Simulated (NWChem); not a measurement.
**FT97/aug-cc-pVDZ run of CH3BO (B(CO)H3)**

Aim: the energy difference between two shapes of CH3BO (B(CO)H3) at FT97/aug-cc-pVDZ, from 2 runs. 

The calculation is run with NWChem 7.3.0.

1 further run of the same task is left out (it didn't finish).

## 1. Starting point

The species is CH3BO (6 atoms), meant as a singlet with charge 0. As SMILES, `[H]B([H])([H])<-[C-]#[O+]`. The shape is that of a GFN2-xTB optimisation.

Bond lengths: B1–C2 1.474 Å, C2–O3 1.142 Å, B1–H4 1.187 Å, B1–H5 1.186 Å, B1–H6 1.187 Å. Angles: B1–C2–O3 178.9°, C2–B1–H4 105.5°, C2–B1–H5 107.4°, C2–B1–H6 105.7°, H4–B1–H5 112.6°, H4–B1–H6 112.5°, H5–B1–H6 112.6°.

## 2. Energy and gradient at FT97/aug-cc-pVDZ

Input file sp.xyz:

```xyz
6
CH3BO gradient
B     -0.013250     0.005270    -0.516110
C      0.011910     0.007900     0.957520
O      0.044170    -0.008430     2.099160
H      1.125420     0.004210    -0.852220
H     -0.589380     0.982500    -0.862300
H     -0.578870    -0.991440    -0.826050
```

Input file sp.nw:

```
start sp
title "CH3BO gradient"
memory 2200 mb
charge 0

geometry units angstrom noautoz
  load format xyz sp.xyz
end

basis spherical bse
  B library aug-cc-pVDZ
  C library aug-cc-pVDZ
  O library aug-cc-pVDZ
  H library aug-cc-pVDZ
end

dft
  xc ft97
  grid medium
  convergence energy 1e-05
  print medium
end

task dft gradient
```

Run with:

```sh
$ nwchem sp.nw > sp.out
```

Output (excerpt; [...] marks lines left out):

```text
[...]
          Wavefunction type:  closed shell.
          No. of atoms     :     6
          No. of electrons :    22
[...]
          Charge           :     0
          Spin multiplicity:     1
[...]
          AO basis - number of functions:    96
[...]
              XC Information
              --------------
           Filatov Thiel 1997 Method XC Functional
                        Slater Exchange Functional  1.000 local
            Filatov Thiel 1997 Method X Functional  1.000 non-local
            Filatov Thiel 1997 Method C Functional  1.000
[...]
 d= 0,ls=0.0,diis     1   -139.8346725143 -1.97D+02  1.72D-02  6.45D-01     1.0
[...]
 d= 0,ls=0.0,diis     9   -139.9148685029 -1.17D-07  2.13D-06  7.96D-08     7.1
         Total DFT energy =     -139.914868502949
      One electron energy =     -301.248722125296
           Coulomb energy =      123.309415092312
    Exchange-Corr. energy =      -19.051719216870
 Nuclear repulsion energy =       57.076157746905
[...]
  wavefunction    = closed shell
                         DFT ENERGY GRADIENTS
    atom               coordinates                        gradient
                 x          y          z           x          y          z
   1 B      -0.003263  -2.471960   0.000429   -0.000340   0.011699   0.000045
   2 C       0.019778   0.313110  -0.002922   -0.000083   0.004907   0.000065
   3 O      -0.004202   2.471442   0.000535   -0.000144  -0.031179   0.000001
   4 H      -0.976054  -3.059938   1.934730    0.008322   0.004771  -0.016353
   5 H       2.125763  -3.159159  -0.135969   -0.018081   0.005022   0.001168
   6 H      -1.218446  -3.071303  -1.787656    0.010326   0.004780   0.015074
[...]
```

Wall time 13 s (1 thread of AMD EPYC 9R45 (Zen 5), shared host); peak memory 0.11 GiB.

## 3. The distorted shape at the same level

Input file calc.nw:

```
start calc
title "CH3BO gradient"
memory stack 880 mb heap 220 mb global 1100 mb
charge 0

geometry units angstroms noautoz
  B     0.024581   -0.010373   -0.475198
  C    -0.005369    0.009726    0.919186
  O     0.070776   -0.039894    2.130297
  H     1.151322   -0.024386   -0.836995
  H    -0.574359    0.968374   -0.708183
  H    -0.565019   -1.040724   -0.773981
end

basis spherical bse
  B library aug-cc-pVDZ
  C library aug-cc-pVDZ
  O library aug-cc-pVDZ
  H library aug-cc-pVDZ
end

dft
  xc ft97
  grid medium
  convergence energy 1e-05
  noprint "final vectors analysis"
end

task dft gradient
```

Run with:

```sh
$ nwchem calc.nw > calc.out
```

Output (excerpt; [...] marks lines left out):

```text
[...]
          Wavefunction type:  closed shell.
          No. of atoms     :     6
          No. of electrons :    22
[...]
          Charge           :     0
          Spin multiplicity:     1
[...]
          AO basis - number of functions:    96
[...]
              XC Information
              --------------
           Filatov Thiel 1997 Method XC Functional
                        Slater Exchange Functional  1.000 local
            Filatov Thiel 1997 Method X Functional  1.000 non-local
            Filatov Thiel 1997 Method C Functional  1.000
[...]
 d= 0,ls=0.0,diis     1   -139.8117536928 -1.96D+02  1.99D-02  7.01D-01     1.0
[...]
 d= 0,ls=0.0,diis     9   -139.9000541893 -5.69D-07  5.99D-06  1.13D-06     7.1
         Total DFT energy =     -139.900054189322
      One electron energy =     -300.448627187048
           Coulomb energy =      122.979350466819
    Exchange-Corr. energy =      -19.016642205692
 Nuclear repulsion energy =       56.585864736599
[...]
  wavefunction    = closed shell
                         DFT ENERGY GRADIENTS
    atom               coordinates                        gradient
                 x          y          z           x          y          z
   1 B      -0.014631  -2.432179   0.027986    0.014133   0.060772   0.013437
   2 C       0.077226   0.201061  -0.046174    0.019521  -0.174082  -0.011751
   3 O      -0.031289   2.492552   0.023056   -0.010970   0.090691   0.007266
   4 H      -0.823350  -3.078438   2.010432    0.004592   0.004787  -0.017106
   5 H       2.113799  -2.906552  -0.346885   -0.026644   0.015206   0.004996
   6 H      -1.430336  -3.000898  -1.710881   -0.000632   0.002625   0.003159
[...]
```

Run time: 13 s. Hardware: 1 thread of AMD EPYC 9R45 (Zen 5), shared host; peak memory 0.11 GiB.

## 4. Outcome

Level: FT97/aug-cc-pVDZ.

| quantity | value |
| --- | --- |
| first shape: total energy | -139.91487 Eh |
| first shape: dipole moment | 1.13 D |
| first shape: HOMO energy | -8.19 eV |
| first shape: LUMO energy | -2.30 eV |
| first shape: HOMO–LUMO gap | 5.89 eV |
| first shape: largest force on an atom | 1.603 eV/Å |
| distorted shape: total energy | -139.90005 Eh |
| distorted shape: dipole moment | 0.36 D |
| distorted shape: largest force on an atom | 9.028 eV/Å |
| energy change with the atoms displaced | 0.403 eV |

**Reading.** With the atoms displaced the energy rises by 0.40 eV (9.3 kcal/mol). The first shape isn't relaxed at this level, so the change isn't measured from a minimum. The largest force (first shape) is 1.60 eV/Å: the shape isn't a stationary point for this species at this level.
